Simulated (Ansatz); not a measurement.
# NH (imidogen) at UB3LYP/aug-cc-pVTZ

Aim: the vertical ionisation energy of NH (imidogen) at UB3LYP/aug-cc-pVTZ, from 2 runs. 

The results are computed with Ansatz 0.2.0.

44 further runs of the same task are left out: 44 set aside as unsound or not needed.

### Step 1. Starting point

NH has 2 atoms, charge 0, and is taken as a triplet. As SMILES, `[NH]`. Geometry: the measured bond length.

Bond lengths: N1–H2 1.036 Å.

### Step 2. A single-point energy at UB3LYP/aug-cc-pVTZ

job.yaml reads:

```yaml
crystal:
  periodic: [false, false, false]
  atoms:
    - {symbol: N, position_ang: [0.000000, 0.000000, 0.000000]}
    - {symbol: H, position_ang: [0.000000, 0.000000, 1.036210]}
basis:
  gaussian:
    orbitals: aug-cc-pVTZ
hamiltonian:
  xc: {name: B3LYP}
accuracy: high
magnetization:
  spin_polarized: true
  initial_magnetization: 2
output: {orbitals: {seedname: orbitals}}
```

On the command line:

```
ansatz run job.yaml --threads 1 --pin off --max-ram 3480MiB --events-out events.jsonl --progress --plain --runs-dir runs
```

Output:

```text
Warning: RAYON_NUM_THREADS=1 ignored (pool sized by the plan → 1); use --threads N
Functional definition: B3LYP
  name "B3LYP"
  parameter a0 = 0.2
  parameter ax = 0.72
  parameter ac = 0.81
  exchange = (1 - a0 - ax)*slater_x + ax*b88_x + a0*exact_x
  correlation = (1 - ac)*vwn_rpa_c + ac*lyp_c
897 factors; integrals over basis functions are off by at most 3.1e-9 eV
mean field evaluation 1: about -1502.2860 eV, gradient 1.6e1 eV
mean field evaluation 2: about -1502.1571 eV, gradient 1.6e1 eV
mean field evaluation 4: about -1503.2990 eV, gradient 1.2e-1 eV
mean field evaluation 8: about -1503.2988 eV, gradient 2.8e-3 eV
mean field evaluation 16: about -1503.2988 eV, gradient 1.8e-8 eV
mean field -1503.29879278 eV, -55.2452116620 hartree, gradient 1.8e-8 eV, S^2 2.005746; 0 other end points of the search recorded, 0 dependent functions left out
reference -1503.29882197 eV, -55.2452127347 hartree; 5, 3 occupied and 64, 66 virtual orbitals, 897 factors
Total energy: -1503.29882197 eV, -55.2452127347 hartree
```

Wall time 1.8 s (1 thread of Arm Neoverse V1, shared host); peak memory 0.12 GiB.

### Step 3. The doublet cation at the same level

input.yaml reads:

```yaml
crystal:
  periodic: [false, false, false]
  atoms:
    - {symbol: "N", position_ang: [0.000000, 0.000000, 0.000000]}
    - {symbol: H, position_ang: [0.000000, 0.000000, 1.036210]}
basis:
  gaussian:
    orbitals: aug-cc-pVTZ
accuracy: high
hamiltonian:
  xc: {name: B3LYP}
total_charge: 1
magnetization:
  spin_polarized: true
  initial_magnetization: 1
output:
  orbitals: {seedname: orbitals}
```

On the command line:

```
ansatz run input.yaml --threads 1 --pin off --max-ram 3480MiB --events-out events.jsonl --progress --plain --runs-dir runs
```

Output, cut to the lines that bear on the results:

```text
Warning: RAYON_NUM_THREADS=1 ignored (pool sized by the plan → 1); use --threads N
[... 7 set-up lines as earlier in the session ...]
897 factors; integrals over basis functions are off by at most 3.1e-9 eV
mean field evaluation 1: about -1487.9101 eV, gradient 2.1e1 eV
mean field evaluation 2: about -1488.7605 eV, gradient 1.4e1 eV
mean field evaluation 4: about -1489.5816 eV, gradient 9.5e-2 eV
mean field evaluation 8: about -1489.5810 eV, gradient 7.4e-4 eV
mean field evaluation 16: about -1489.5810 eV, gradient 3.9e-8 eV
mean field evaluation 32: about -1487.9101 eV, gradient 2.1e1 eV
mean field -1489.62993439 eV, -54.7428903813 hartree, gradient 5.7e-8 eV, S^2 1.015602; 5 other end points of the search recorded, 0 dependent functions left out
reference -1489.62995459 eV, -54.7428911236 hartree; 4, 3 occupied and 65, 66 virtual orbitals, 897 factors
Total energy: -1489.62995459 eV, -54.7428911236 hartree
```

It took 6.3 s on 1 thread of Arm Neoverse V1, shared host; peak memory 0.13 GiB.

### Step 4. What came out

Level: UB3LYP/aug-cc-pVTZ.

| quantity | value |
| --- | --- |
| triplet NH: total energy | -55.24521 Eh |
| triplet NH: HOMO energy (highest over α and β) | -9.36 eV |
| triplet NH: LUMO energy (lowest over α and β) | -3.31 eV |
| triplet NH: ⟨S²⟩ | 2.006 |
| doublet cation: total energy | -54.74289 Eh |
| doublet cation: HOMO energy (highest over α and β) | -22.06 eV |
| doublet cation: LUMO energy (lowest over α and β) | -17.70 eV |
| doublet cation: ⟨S²⟩ | 1.016 |
| vertical ionisation energy (to the doublet cation) | 13.669 eV |

What this shows: Removing an electron at fixed nuclei costs 13.67 eV (315 kcal/mol). ⟨S²⟩ (doublet cation) is 1.02 where a pure doublet has 0.75: the reference is spin-contaminated.
